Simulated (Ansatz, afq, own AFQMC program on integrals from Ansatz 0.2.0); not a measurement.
**SiH₃Br, singlet in cc-pVTZ, levels against CCSDT(Q)**

```xyz
5

Br   -0.9158    0.0159    0.0000
H     0.5048    0.0159    0.0000
Si    2.3732    0.0159    0.0000
H     2.9853   -0.8584    1.0900
H     2.9853   -0.8584   -1.0900
```

Connectivity, by distances: Br ··· SiH2, 1 bridging H.

Basis cc-pVTZ. Only valence electrons are correlated. Integrals, coupled cluster, full CI and functionals: Ansatz 0.2.0; the random walks run on the same integrals in our own AFQMC program. The CISD trial takes its coefficients from CCSD amplitudes. Released means that phaseless walkers are propagated on without the constraint, phases kept. ± is one standard error of the sampling. No spin–orbit coupling.

Determinant: RHF, the one that the program's search chose, which needn't be the lowest solution. The geometry is a point of a scan.

No full CI on the walks' own integrals is used here; CCSDT(Q) serves as the reference and is uncertain by about the last step of the cluster series.

Cautions: no relativity below Rb; no spin-orbit coupling; inner d shell frozen; higher spins were not checked; restricted determinant unstable towards unrestricted (UHF 153 meV lower, ⟨S²⟩ 0.49).

The T1 diagnostic is 0.0119 and the weight of the determinant in the CISD state is 0.837. The size of the correlated space is 14 electrons in 100 orbitals.

Reference: CCSDT(Q), correlation energy -9.639 eV. The released energy is read at 2.40 1/Eh (meV from the phaseless value at times in 1/Eh: -3 ± 5 at 0.24, -12 ± 5 at 0.51, -11 ± 5 at 0.99, -8 ± 5 at 1.62, -2 ± 8 at 2.40).

| level | E − E(reference) (mEh) | share of correlation (%) |
| --- | --- | --- |
| HF | 354.21 | 0.00 |
| MP2 | 56.63 | 84.01 |
| CCSD | 14.76 | 95.83 |
| CCSD(T) | 2.03 | 99.43 |
| CCSDT | 0.63 | 99.82 |
| ph-AFQMC/CISD | 0.32 ± 0.21 | 99.91 |
| released AFQMC | 0.26 ± 0.29 | 99.93 |

A walk keeps the symmetry of its determinant, which the program's search chose and which needn't be the lowest solution, so a lower state of the same spin and another symmetry isn't excluded. Released energies are given only where the last usable release times agree within the noise; a slower fall can still hide under it.
